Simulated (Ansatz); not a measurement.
The input, for Ansatz 0.2.0:

```yaml
crystal:
  periodic: [false, false, false]
  atoms:
    - {symbol: H, position_ang: [0.000000, 0.000000, -1.067000]}
    - {symbol: H, position_ang: [0.000000, 0.000000, -0.277000]}
    - {symbol: Cl, position_ang: [0.000000, 0.000000, 1.344000]}
basis:
  gaussian: {orbitals: aug-cc-pVDZ}
magnetization: {spin_polarized: false, initial_magnetization: 1}
hamiltonian: {pseudopotentials: {relativity: scalar}}
correlation: {active_space: {window: {electrons: 1, orbitals: 9}, states: [{multiplicity: 2, weights: [1, 1, 1, 1]}]}}
```

```sh
$ ansatz run in.yaml --threads 1 --pin off --events-out ev --progress --plain --max-ram 2393MiB
```

Roughly how long does this take on 1 thread of Intel Xeon Platinum 8488C, shared host, and how much host memory?

3.8 s wall and 0.11 GiB.

```
718 factors; integrals over basis functions are off by at most 2.1e-7 eV
mean field evaluation 1: about -12565.8999 eV, gradient 7.9e0 eV
mean field evaluation 2: about -12565.9001 eV, gradient 7.9e0 eV
mean field evaluation 4: about -12566.4374 eV, gradient 1.2e0 eV
mean field evaluation 8: about -12566.4887 eV, gradient 5.7e-3 eV
mean field evaluation 16: about -12565.5611 eV, gradient 4.9e-4 eV
mean field evaluation 32: about -12565.5611 eV, gradient 4.2e-4 eV
mean field -12566.48866334 eV, -461.8099405058 hartree, gradient 7.3e-6 eV, S^2 0.750000; 7 other end points of the search recorded, 0 dependent functions left out
reference -12566.48866334 eV, -461.8099405058 hartree; 10, 9 occupied and 35, 36 virtual orbitals, 718 factors
state -12566.06186316 eV, -461.7942558884 hartree
state -12557.23737567 eV, -461.4699619548 hartree
state -12556.79479574 eV, -461.4536974423 hartree
state -12555.71428163 eV, -461.4139892812 hartree
Total energy: -12558.95207905 eV, -461.5329761417 hartree
Relativity: scalar
```

Natural occupations, averaged over the states: 0.2500 0.2500 0.2500 0.2500 0.0000 0.0000 0.0000 0.0000 0.0000.

The total printed last is the weighted mean of the 4 states, 7.110 eV above the lowest of them, and is no single state's energy. Before any correction even the lowest state lies above the reference determinant, by 0.43 eV, so the averaged orbitals or the space serve it badly.
